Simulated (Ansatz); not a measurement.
# FH₂SSi radical: small, medium and large basis sets

Aim: see how fast density functionals converge with the basis set for FH₂SSi radical.

Program: Ansatz 0.2.0, Gaussian basis. Level of theory: one geometry, several basis sets. These are calculated values, not measurements.

The runs, in order: PBE0-D4/def2-SVP; ωB97M-V/def2-SVP; PBE0-D4/def2-QZVPP; ωB97M-V/def2-QZVPP; the functionals' def2-TZVPP values are taken from earlier runs.

### Step 1. The relaxed structure

The geometry comes from an earlier relaxation with PBE0-D4 in a triple-zeta def2 set; it is a stationary point.

SMILES `F[SiH2][S]`, 5 atoms, charge 0, spin multiplicity 2.

Atoms are counted from 1 here; the program's logs count them from 0.

Bond lengths: F1–Si2 1.596 Å, Si2–S3 2.099 Å, Si2–H4 1.482 Å, Si2–H5 1.482 Å. Angles: F1–Si2–S3 114.0°, F1–Si2–H4 107.4°, F1–Si2–H5 107.4°, S3–Si2–H4 107.4°, S3–Si2–H5 107.4°, H4–Si2–H5 113.3°.

### Step 2. PBE0-D4 in def2-SVP

File in.yaml:

```yaml
crystal:
  periodic: [false, false, false]
  atoms:
    - {symbol: F, position_ang: [-0.324302, -0.023336, 1.585377]}
    - {symbol: Si, position_ang: [0.085950, -0.081031, 0.044548]}
    - {symbol: S, position_ang: [-1.147981, 1.061321, -1.210969]}
    - {symbol: H, position_ang: [-0.023491, -1.493141, -0.391008]}
    - {symbol: H, position_ang: [1.459724, 0.462587, -0.069348]}
basis:
  gaussian: {orbitals: def2-SVP}
magnetization: {spin_polarized: true, initial_magnetization: 1}
hamiltonian: {xc: pbe0, dispersion: d4}
output: {orbitals: {seedname: orbitals}}
```

After this run come: ωB97M-V in def2-SVP; PBE0-D4 in def2-QZVPP; ωB97M-V in def2-QZVPP.

**Question.** What will the summary of the whole plan be? Wanted: PBE0-D4: double and triple zeta above quadruple; ωB97M-V: double and triple zeta above quadruple.

As calculated:

```
                                       quantity           value
PBE0-D4: double and triple zeta above quadruple  10.95, 0.76 eV
ωB97M-V: double and triple zeta above quadruple  10.94, 0.71 eV
```

For PBE0-D4 the step from double to triple zeta gains 10.19 eV and the next only 0.76 eV. These are total energies; as a rule much of such shifts cancels in differences, which this series doesn't test.
